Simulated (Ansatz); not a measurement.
Results of BLYP (Ansatz, an electronic-structure program, PAW) for hcp Zn.

Settings: plane-wave cutoff 520 eV, 24×24×12 k mesh (along the axes of the cell as run), Fermi–Dirac smearing 0.05 eV, scalar-relativistic PAW data made under PBE.

Cell (relaxed at this level):

```cif
data_Zn2
_chemical_formula_sum 'Zn2'
_space_group_name_H-M_alt 'P63/mmc'
_space_group_IT_number 194
_space_group_name_Hall '-P 6c 2c'
_cell_length_a 2.63063
_cell_length_b 2.63063
_cell_length_c 6.10604
_cell_angle_alpha 90.000
_cell_angle_beta 90.000
_cell_angle_gamma 120.000
loop_
_atom_site_label
_atom_site_type_symbol
_atom_site_symmetry_multiplicity
_atom_site_Wyckoff_symbol
_atom_site_fract_x
_atom_site_fract_y
_atom_site_fract_z
_atom_site_occupancy
Zn1 Zn 2 c 0.33333 0.66667 0.25000 1
```

Task: Give the computed bulk modulus B0.

Result: 
bulk modulus B0: 24.3 GPa

The run finds no gap.

Measured, for comparison: bulk modulus 69.7 GPa (zero-point energy and finite temperature contributions removed, our sources range from 64.7 to 69.7; as tabulated in doi:10.1021/acs.jctc.3c00612). Computed (rounded) less measured: bulk modulus -65 % (-62 % to -65 % over the range).

Note: the cell is over a tenth larger than the published one: the level's own overestimate first of all, though another phase or state, or a fault of the published cell, is possible; the bulk modulus comes from volumes at which shape and atoms were relaxed.

Static lattice: no zero-point or thermal effects.

The result took very roughly 8 core-minutes.
